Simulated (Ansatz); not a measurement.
Compare A (`FC1C=CCC1`) with its isomer B (`C#CC(C)(C)F`).

Gas-phase electronic energies from Ansatz, PBE0-D4/def2-TZVP geometries. CCSD(T)/CBS adds triple-zeta CCSD(T) − MP2 to the extrapolated MP2 energy (def2 sets, frozen cores). DFT in def2-TZVPP. B3LYP here is the variant with VWN-RPA as its local correlation; programs differ in this.

(1) Which isomer does CCSD(T)/CBS put lower? Give the gap. (An estimate is asked.)

(2) Give E(B) − E(A) in kJ/mol with PBE0-D4, PBE-D4, LDA (SPW92), B3LYP-D4, CCSD/def2-TZVPP, MP2/def2-TZVPP, ωB97M-V. (Estimate.)

(3) Does the order hold for the free energy at 298.15 K (harmonic terms from PBE0-D4)? (Estimate.)

Largest T1 diagnostic: 0.011.

Answers

(1) The calculation gave: A, by 115.1 kJ/mol.

(2) Computed: PBE0-D4 140.6, PBE-D4 131.4, LDA (SPW92) 152.9, B3LYP-D4 115.5, CCSD/def2-TZVPP 115.5, MP2/def2-TZVPP 110.2, ωB97M-V 121.2. None reverses the order clearly.

(3) Computed: Yes: G(B) − G(A) = +99.6 kJ/mol.

From PBE to PBE0 (25 % exact exchange), in def2-TZVPP and without D4, E(B) − E(A) moves by +9.7 kJ/mol. Leaving LDA and LC-ωPBE aside and taking each functional with its dispersion term where it has one, the values, not all of them listed here, spread over 34.6 kJ/mol, from BLYP-D4 to HSE06-D4. LDA lies +23.4 kJ/mol from PBE without D4.
